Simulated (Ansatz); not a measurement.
For Bi2S3 (Pnma, No. 62), PBEsol in Ansatz (plane waves, PAW) gives:

| Property | Value |
|---|---|
| equilibrium volume per atom | 24.26 Å³/atom |
| cohesive energy | 3.59 eV/atom |
| band gap | 1.21 eV |

Problem. What does r²SCAN (PAW; Ansatz, a quantum-chemistry and plane-wave program) give for the same quantities?

Solution. 
- equilibrium volume per atom: 26.06 Å³/atom (rises by 7.4 %)
- cohesive energy: 3.11 eV/atom (decreases by 0.48 eV/atom)
- band gap: 1.72 eV (rises by 0.51 eV)

For comparison: band gap 1.3 eV (measured, temperature not stated, no zero-point or thermal correction; as tabulated in Wikipedia's data pages).

Changes are worked out from the printed values.

Unless a cell is named, each level is at its own relaxed cell (PBEsol 24.26, r²SCAN 26.06 Å³/atom).

Levels without +SOC leave out spin–orbit coupling, which shifts energies and cells of such heavy elements.

Spin–orbit coupling is included only where a level's name says +SOC; with heavier elements it mostly lowers gaps and can invert bands. Density-functional gaps are differences of (generalised) Kohn–Sham levels.

Caveats: the relaxation could not lower the start's symmetry, so the cell can be a saddle point above a distorted one (PBEsol, r²SCAN). Ansatz's density-functional and Hartree–Fock values are scalar-relativistic unless marked +SOC, with PAW data made under PBE.
